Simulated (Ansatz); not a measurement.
Process, species as SMILES: C=CCl → 2 C atom + Cl atom + 3 H atom
B3LYP-D3(BJ)/def2-TZVP geometries, fixed; electronic energies without zero-point terms.

Basis-set convergence of the atomisation energy at PBE with Ansatz (a first-principles code). Cartesian d functions, on some or all atoms, in 6-31G*, 6-31+G*, 6-311G**, 6-311+G**; all else is spherical. The program fits the integrals of some runs and decomposes those of others, by size. Open shells are unrestricted. No added dispersion term, no relativity. Functions are those of the species that has most. Reference: the value in aug-pcseg-3, 557.72 kcal/mol, itself unsure by roughly 0.17 kcal/mol (its mean distance from aug-cc-pV(Q+d)Z, def2-QZVPPD, pcseg-3). Deviations are taken from unrounded values.

| basis | functions | atomisation energy (kcal/mol) |
|---|---|---|
| 6-31G* | 55 | 556.20 |
| 6-31+G* | 67 | 551.29 |
| def2-SVP | 61 | 559.40 |
| def2-SVPD | 91 | 560.88 |
| pcseg-1 | 61 | 549.61 |
| aug-pcseg-1 | 100 | 550.42 |
| cc-pV(D+d)Z | 66 | 550.74 |
| aug-cc-pV(D+d)Z | 105 | 550.36 |
| 6-311G** | 81 | 554.06 |
| 6-311+G** | 93 | 552.91 |
| def2-TZVP | 117 | 557.09 |
| def2-TZVPD | 147 | 557.28 |
| pcseg-2 | 136 | 557.20 |
| aug-pcseg-2 | 211 | 557.56 |
| cc-pV(T+d)Z | 141 | 557.63 |
| aug-cc-pV(T+d)Z | 216 | 556.90 |
| def2-TZVPP | 146 | 557.86 |
| def2-TZVPPD | 176 | 557.94 |
| cc-pV(Q+d)Z | 264 | 558.17 |
| aug-cc-pV(Q+d)Z | 387 | 557.91 |
| def2-QZVPP | 274 | 557.40 |
| def2-QZVPPD | 304 | 557.40 |
| pcseg-3 | 283 | 557.72 |
| aug-pcseg-3 | 406 | 557.72 |

What the diffuse functions change, pair by pair:
- 6-31G* to 6-31+G*: 12 more functions, deviation -1.52 to -6.43 kcal/mol
- def2-SVP to def2-SVPD: 30 more functions, deviation 1.68 to 3.16 kcal/mol
- pcseg-1 to aug-pcseg-1: 39 more functions, deviation -8.11 to -7.30 kcal/mol
- cc-pV(D+d)Z to aug-cc-pV(D+d)Z: 39 more functions, deviation -6.98 to -7.36 kcal/mol
- 6-311G** to 6-311+G**: 12 more functions, deviation -3.66 to -4.80 kcal/mol
- def2-TZVP to def2-TZVPD: 30 more functions, deviation -0.63 to -0.44 kcal/mol
- pcseg-2 to aug-pcseg-2: 75 more functions, deviation -0.52 to -0.16 kcal/mol
- cc-pV(T+d)Z to aug-cc-pV(T+d)Z: 75 more functions, deviation -0.09 to -0.82 kcal/mol
- def2-TZVPP to def2-TZVPPD: 30 more functions, deviation 0.14 to 0.22 kcal/mol
- cc-pV(Q+d)Z to aug-cc-pV(Q+d)Z: 123 more functions, deviation 0.45 to 0.19 kcal/mol
- def2-QZVPP to def2-QZVPPD: 30 more functions, deviation -0.31 to -0.32 kcal/mol
- pcseg-3 to aug-pcseg-3: 123 more functions, deviation 0.00 to 0.00 kcal/mol

Leaving out the reference's own pair, they bring the value nearer the reference by more than 0.17 kcal/mol in 4 of 11 pairs.
